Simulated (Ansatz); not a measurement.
C2H5F (`CCF`). The species carries charge 0 and has multiplicity 1.

| atom | x (Å) | y (Å) | z (Å) |
| --- | --- | --- | --- |
| C1 | 0.7178 | -0.2539 | -0.1127 |
| C2 | -0.6954 | 0.2377 | 0.0366 |
| F3 | -0.9754 | 0.4842 | 1.3714 |
| H4 | 0.9346 | -0.4471 | -1.1664 |
| H5 | 0.8661 | -1.1807 | 0.4445 |
| H6 | 1.4272 | 0.4905 | 0.2535 |
| H7 | -1.4187 | -0.5032 | -0.3177 |
| H8 | -0.8561 | 1.1725 | -0.5092 |

Q: What are the harmonic wavenumbers in cm⁻¹ at PBE0-D4/def2-TZVP (Ansatz, finite differences of forces, unscaled)? (An estimate is asked.)

A: Ansatz gave: 256, 415, 810, 900, 1092, 1134, 1187, 1302, 1392, 1423, 1473, 1491, 1515, 3050, 3057, 3093, 3134, 3145.

Q: Is this a minimum?

A: Yes, all 18 modes are real.

Q: Give the ideal-gas thermochemistry at 298.15 K and 1 bar (rigid rotor, harmonic oscillator; point group Cs, symmetry number 1).

A: Zero-point energy 178.7 kJ/mol; H(298) − E = 191.2 kJ/mol; entropy 263.6 J/(mol·K), of which translation 157.2, rotation 93.1, vibration 13.4; G(298) − E = 112.6 kJ/mol.

Q: And at 400, 500, 600, 800 and 1000 K?

A: 
```json
{"T (K)": "400", "H − E (kJ/mol)": "197.7", "S (J/mol/K)": "282.3", "G − E (kJ/mol)": "84.8"}
{"T (K)": "500", "H − E (kJ/mol)": "205.5", "S (J/mol/K)": "299.6", "G − E (kJ/mol)": "55.7"}
{"T (K)": "600", "H − E (kJ/mol)": "214.6", "S (J/mol/K)": "316.1", "G − E (kJ/mol)": "24.9"}
{"T (K)": "800", "H − E (kJ/mol)": "235.8", "S (J/mol/K)": "346.6", "G − E (kJ/mol)": "-41.4"}
{"T (K)": "1000", "H − E (kJ/mol)": "260.4", "S (J/mol/K)": "373.9", "G − E (kJ/mol)": "-113.5"}
```

Q: Rotational constants (cm⁻¹)?

A: 1.222, 0.3143, 0.276.
